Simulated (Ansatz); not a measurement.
System: bcc Nb. Method: HSE06-D3(BJ) in Ansatz (plane waves, PAW).

Settings: plane-wave cutoff 460 eV, 14×14×14 k mesh, Fermi–Dirac smearing 0.05 eV, no spin polarisation, scalar-relativistic PAW data made under PBE.

Cell (relaxed at this level):

```
Nb
1.0
   -1.61712     1.61712     1.61712
    1.61712    -1.61712     1.61712
    1.61712     1.61712    -1.61712
Nb
1
Cartesian
  0.00000   0.00000   0.00000
```

**Question.** Predict the bulk modulus and pressure derivative B′ of the bulk modulus.

**Answer.** 
bulk modulus: 186 GPa
pressure derivative B′ of the bulk modulus: 3.4

Measured, for comparison: bulk modulus 173 GPa (0 K value with the zero-point phonon effect removed; as tabulated in Mejia-Rodriguez and Trickey (2018), arXiv:1807.09216). Computed (rounded) less measured: bulk modulus +8 %.

Static lattice: no zero-point or thermal effects.

It cost about 9 core-minutes (a rough figure) of CPU time.

Ansatz is a quantum-chemistry and plane-wave program.
